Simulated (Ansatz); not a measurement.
# AlH2+ (triplet): the correlation ladder at distance Al1–H2 = 2.118 Å, cc-pVQZ

An exercise on one series of results from a longer session: the logs are not shown, and one member is left open.

Method: cc-pVQZ, core rule «outside noble gas», up to 5 orbitals frozen; program: Ansatz 0.2.0, Gaussian basis.

The runs, in order: UHF; CCSD(T) on ROHF; CCSD(T) on UHF; BCCD(T) on ROHF; CCSDT(Q) on ROHF; CCSDT(Q) on UHF; CASSCF and MRCISD+Q, 4 electrons in 6 orbitals; CASSCF and NEVPT2, 4 electrons in 6 orbitals; Full CI.

4 further runs of the same task are left out: 4 for a known fault of the program. Runs told in other sessions of the task aren't counted.

### The geometry

The geometry derives from a PBE0/def2-TZVP stationary point (not a proven minimum). One bond is set to the value named and the two fragments are kept rigid.

3 atoms, charge 1, spin multiplicity 3.

Atoms are counted from 1 here; the program's logs count them from 0.

Bond lengths: Al1–H3 1.722 Å.

The first run:

File in.yaml:

```yaml
crystal:
  periodic: [false, false, false]
  atoms:
    - {symbol: Al, position_ang: [0.000000, -0.007186, -0.113827]}
    - {symbol: H, position_ang: [0.000000, 1.099131, 1.692270]}
    - {symbol: H, position_ang: [0.000000, -0.906765, 1.354764]}
basis:
  gaussian: {orbitals: cc-pVQZ}
total_charge: 1
magnetization: {spin_polarized: true, initial_magnetization: 2}
hamiltonian: {xc: hf}
output: {orbitals: {seedname: orbitals}}
```

On the command line:

```sh
> ansatz run in.yaml --threads 1 --pin off --events-out ev --progress --plain --max-ram 4096MiB --backend cpu
```

Steps of the session up to this table: UHF; CCSD(T) on ROHF; CCSD(T) on UHF; BCCD(T) on ROHF; CCSDT(Q) on ROHF; CCSDT(Q) on UHF; CASSCF and MRCISD+Q, 4 electrons in 6 orbitals; CASSCF and NEVPT2, 4 electrons in 6 orbitals; Full CI.

One of the session's tables, all rows but one given; the rest of the session is left out.

| method | from FCI (kcal/mol) |
| --- | --- |
| ROHF | +41.66 |
| UHF | +36.27 |
| RMP2 | ? |
| UMP2 | +10.75 |
| RCCSD | +1.34 |
| UCCSD | +1.06 |
| RCCSD(T) | +0.34 |
| UCCSD(T) | +0.28 |
| BCCD(T) | +0.32 |
| RCCSDT | +0.01 |
| UCCSDT | -0.02 |
| RCCSDT(Q) | 0.00 |
| UCCSDT(Q) | -0.03 |
| CASSCF valence | +18.49 |
| NEVPT2 valence | +5.01 |
| MRCISD valence | +0.60 |
| MRCISD+Q valence | +0.24 |
| FCI | 0 |

Q: Estimate the row for RMP2 from the others.

The run gave: from FCI (kcal/mol): +11.59. In the column «from FCI (kcal/mol)» it lies between UMP2 (+10.75) and CASSCF valence (+18.49).

Caveats from the session: Levels on UHF freeze UHF's core orbitals, full CI those of ROHF, so the U rows can settle a little off it for that reason alone. Restricted and unrestricted rows rest on different reference determinants; a gap between their highest levels can come from leftover correlation error, from unlike frozen cores or from another state.
